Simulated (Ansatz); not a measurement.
Worked example: correlation energy of SiP⁺, triplet

Geometry: a PBE0/def2-TZVP stationary point for this spin.

```xyz
2

Si    0.0000    0.0000    0.0000
P     0.0000    0.0000    2.2166
```

Basis cc-pVTZ; Ansatz 0.2.0. Only valence electrons are correlated (noble-gas cores frozen), which leaves 8 electrons in 58 orbitals. Prefix R: restricted or restricted open-shell reference; prefix U: unrestricted.

Full CI isn't at hand for all of this; UCCSDT(Q) serves as the reference, and is uncertain by about the last step of the cluster series.

Runs differ by some tens of microhartree through their thresholds and, for an open shell, their frozen cores, so steps under 0.03 kcal/mol mean nothing.

```csv
level,total energy (hartree)
UHF,-629.349154
UMP2,-629.509751
UCCSD,-629.544676
UCCSD(T),-629.554591
UCCSDT,-629.556418
UCCSDT(Q),-629.557076
```

Q: What is the correlation energy at UCCSDT(Q), and what share of it do UMP2 and UCCSD(T) recover?

A: E(corr) = -629.557076 − (-629.349154) = -0.207922 hartree = -5.658 eV. UMP2: -0.160597 / -0.207922 = 77.24 %. UCCSD(T): -0.205437 / -0.207922 = 98.80 %.

Q: By how many kcal/mol does UCCSD(T) miss UCCSDT(Q) (1 hartree = 627.509 kcal/mol), and which steps make up the rest?

A: -629.554591 − (-629.557076) = 0.002485 hartree = 1.56 kcal/mol. Steps: UCCSDT − UCCSD(T) = -1.15, UCCSDT(Q) − UCCSDT = -0.41 kcal/mol. Differences between like states or geometries often cancel part of this.
